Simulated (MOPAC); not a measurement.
MOPAC input (PM6):

```
PM6 FORCE THERMO(298,298) PRECISE LET UHF MS=0.5 GEO-OK AUX(PRECISION=9) THREADS=1
C3H6Cl

C     0.99695045 1   -0.57149270 1    0.00605742 1
C     2.39194249 1   -0.09280723 1    0.00224235 1
C     0.03737251 1    0.61749964 1   -0.00593841 1
H     0.79754776 1   -1.20985628 1    0.89609279 1
H     0.79854412 1   -1.22686474 1   -0.87172087 1
Cl   -1.64813363 1   -0.00491758 1   -0.00087717 1
H     2.91198580 1    0.07839217 1   -0.91476304 1
H     2.91095752 1    0.09602440 1    0.91636816 1
H     0.15650686 1    1.25805217 1    0.88699247 1
H     0.15751966 1    1.24073243 1   -0.91085149 1
```

### Question
Which zero-point energy does it print?

### Answer
46.22 kcal/mol, from the harmonic wavenumbers of PM6.
